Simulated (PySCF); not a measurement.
acetic acid cation (C2H4O2), SMILES OC(C)=O (connectivity only; charge and spin as stated), charge +1, multiplicity 2.

Coordinates come from a B3LYP-D3(BJ)/def2-SVP optimisation. The spin state was assumed, not searched. The values are those of a single conformer.

Method: PBE0/def2-TZVPD run with PySCF.

The molecule is in vacuum.

Task: Estimate the frontier levels, dipole moment and polarisability. (The exact figures need the calculation; the answer reports its results.)

Result: 
The α spin, highest occupied and lowest empty level comes out as -17.63 and -7.67 eV, the β spin, highest occupied and lowest empty level is -17.49 and -12.41 eV and the dipole moment about the centre of nuclear charge comes out as 0.60 D. The mean static polarisability is 30.6 bohr³ (4.53 Å³) and the polarisability, principal values is 22.0, 31.5, 38.3 bohr³. The ⟨S²⟩ comes out as 0.755 (pure state 0.75).
